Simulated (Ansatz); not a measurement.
## Si: from supercell energies to defect levels (Li interstitial)

The calculation used Ansatz, DFT PBE, scalar-relativistic, plane waves, PAW. Settings: 420 eV cutoff, 2×2×2 k-mesh, shifted by half a step, Gaussian smearing of 0.01 eV, collinear spin in charge 0 alone.

Host crystal, relaxed:

```cif
data_structure
_symmetry_space_group_name_H-M 'P 1'
_symmetry_Int_Tables_number 1
_cell_length_a 3.8679
_cell_length_b 3.8679
_cell_length_c 3.8679
_cell_angle_alpha 60.000
_cell_angle_beta 60.000
_cell_angle_gamma 60.000
_cell_volume 40.92
loop_
_atom_site_label
_atom_site_type_symbol
_atom_site_fract_x
_atom_site_fract_y
_atom_site_fract_z
_atom_site_occupancy
Si1 Si 0.75000 0.75000 0.75000 1
Si2 Si 0.50000 0.50000 0.50000 1
```

The Li interstitial was set at (0.000, 0.000, 0.000) of the host cell, in a supercell of 32 sites (655 Å³), relaxed at fixed cell in each charge q, from a start with the atoms near it displaced at random. The host's Kohn–Sham gap is 0.61 eV and its static dielectric constant 13.0 (mean). For each charge: the supercell's free energy over the neutral one with q electrons exchanged at the valence band top, F(q) − F(0) + qE_v; the image-charge term; and the term that aligns the potential far from the defect with the host's.

```json
{"q": "+1", "F(q) − F(0) + qE_v (eV)": "-0.726", "image charge (eV)": "0.184", "alignment (eV)": "0.086"}
{"q": "0", "F(q) − F(0) + qE_v (eV)": "0.000", "image charge (eV)": "0.000", "alignment (eV)": "0.000"}
```

Task: Add the terms and find the levels between neighbouring charges, ε(q/q′) = [A(q′) − A(q)]/(q − q′), with and without the two corrections.

Result: A(q): -0.456 eV for +1, 0.000 eV for 0.
| level | corrected (eV over E_v) | uncorrected (eV) |
| --- | --- | --- |
| (+1/0) | 0.46 | 0.73 |

As a check, a point charge in a simple cubic cell of this volume has q²αe²/(2εL) = 0.181 q² eV (e² = 14.40 eV Å, α = 2.837, L = 8.68 Å); the shape of the real cell can change it somewhat. The term grows as q², so it pushes donor levels down and acceptor levels up.

Task: Which of these charges is lowest with the Fermi level at the valence band top, at mid-gap and at the conduction band bottom?

Result: The line A(q) + qE_F that lies lowest gives the charge: +1 at E_F = 0.00 eV, +1 at E_F = 0.30 eV, 0 at E_F = 0.61 eV. In charge 0 the cell has partly filled levels, from a carrier spread over the host's bands, a defect level that the small cell broadens into a band, or a degenerate defect level, so the levels beside it are doubtful. Charges beyond those computed could lie lower near the band edges.

Task: The neutral defect forms at 0.17 eV with atoms taken from and returned to the elements. What are the formation energies at those three Fermi levels, and what share of sites would hold the defect at 1200 K with E_F at mid-gap, if the host still stood at that temperature?

Result: E_f = E_f(0) + A(q) + qE_F = -0.28, 0.02, 0.17 eV. With E_f this low the dilute formula fails: the defect would form in large numbers and pin the Fermi level, or these chemical potentials lie outside the host's range of stability. This is the Li-rich limit; a poorer supply of Li, or a competing compound of it, raises E_f. The small cell and the narrow Kohn–Sham gap leave errors of tenths of an eV or more.

Cost: 3 runs of about 9.3 core-minutes in all, on Intel Xeon Platinum 8259CL (Skylake/Cascade Lake) (shared hosts).